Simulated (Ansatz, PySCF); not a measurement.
## How the smallest direct gap on the k points sampled of rock-salt MgS moves with the method

No measured value is used here.

```tsv
level (code)	value (eV)
LDA (Ansatz)	3.48
PBE (Ansatz)	3.72
r²SCAN (Ansatz)	4.64
Hartree–Fock (PySCF)	11.84 ± 0.2
G0W0@HSE06 (Ansatz)	5.73
```

At these levels the smallest gap is indirect and lower: LDA 2.56, PBE 2.79, r²SCAN 3.46, Hartree–Fock 10.47, G0W0@HSE06 4.86 eV. Computed values are for a static lattice.  A ± on a computed value is a rough bar: the spread of its extrapolation, a floor set from checks against published values, or a statistical error. G0W0@HSE06: GW on a hybrid start was not checked against another program. Values are at the measured cell. Cutoffs differ between the levels. Ansatz's density-functional and Hartree–Fock values are scalar-relativistic unless marked +SOC, with PAW data made under PBE.

Ansatz is a first-principles code.
